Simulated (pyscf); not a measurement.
Optimised with ωB97X-D3(BJ)/def2-SVP in PySCF.

Task: For the elementary gas-phase step TeH₂ + trimethylaluminium (H₃C–Al(CH₃)–CH₃) → H₃C–Al(CH₃)–TeH + methane (CH₄) (singlet surface; H–Te, Al–C broken, Al–Te, C–H formed), what barrier and reaction energy does ωB97M-D3(BJ)/def2-TZVP give, measured from the separated reactants?

Result: ΔE‡ = 6.9 kcal/mol, ΔE = -31.0 kcal/mol. Zero-point energy shifts the barrier by +1.3 kcal/mol. It is a four-centre exchange, with an imaginary mode of 918i cm⁻¹. On the reactant side the descent ends in an adduct with a Al–Te contact, 14.4 kcal/mol under the separated species and 15.3 kcal/mol under the saddle at ωB97X-D3(BJ)/def2-TZVP. What is counted as formed (Al–Te) is already present as a longer contact in the reactant adduct; forming that adduct is a step of its own. At ωB97X-D3(BJ)/def2-TZVP the barrier from the zero used here is 0.9 kcal/mol. This is the saddle that the search found; another between the same sides may lie lower. Elements past Kr carry the def2 core potentials, without spin-orbit coupling.
